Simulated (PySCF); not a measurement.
## Gas-phase thermal properties of CH₃SH

Method: PySCF energies (xtb for GFN2) plus ideal-gas RRHO corrections (1 bar). 6-31G* has spherical d functions here. All species are closed-shell singlets. B3LYP is the form with VWN-RPA correlation. The harmonic model lacks anharmonicity and excited electronic states, which grow with temperature; levels with a mode under 35 cm⁻¹ are left out. Internal rotation in CH₃SH is treated as a harmonic vibration of one conformer, which makes the entropy rough.

| level | point group | σ | ZPE (kJ/mol) | S°298 (J/mol/K) | Cp298 (J/mol/K) | S°1000 (J/mol/K) | H1000 − H298 (kJ/mol) |
|---|---|---|---|---|---|---|---|
| B3LYP/6-31G* | Cs | 1 | 121.8 | 253.4 | 50.6 | 340.5 | 53.8 |
| GFN2-xTB | Cs | 1 | 116.7 | 253.8 | 51.5 | 342.9 | 55.0 |
| HF/6-31G* | Cs | 1 | 130.2 | 252.0 | 48.5 | 335.5 | 51.7 |
| PBE/def2-SVP | Cs | 1 | 117.1 | 253.8 | 51.8 | 343.3 | 55.1 |
| PBE0/def2-TZVP | Cs | 1 | 121.1 | 253.2 | 50.7 | 340.8 | 54.0 |
σ: rotational symmetry number. Electronic degeneracy used: 1. Frequencies are unscaled.
